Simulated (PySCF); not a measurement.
SiH2, SMILES [SiH2] (connectivity only; charge and spin as stated), neutral, multiplicity 1. Geometry optimised at r2SCAN-D4/def2-TZVPD. The isomer is the one that the SMILES or the coordinates give; other isomers of the formula were not compared.

TDDFT-PBE/def2-TZVPD in PySCF puts the lowest singlet excitations at 2.31, 4.05, 5.94, 6.65, 7.13, 7.58 eV.

### Question
What are the lowest excitation roots from PySCF 2.14.0 with ADC(2)/aug-cc-pVDZ? (The exact figures need the calculation; the answer reports its results.)

### Answer
2.48, 4.79, 6.24, 6.79, 7.38, 7.49 eV. S1 differs by 0.17 eV (second minus first; roots are paired by order, and the bases may differ).
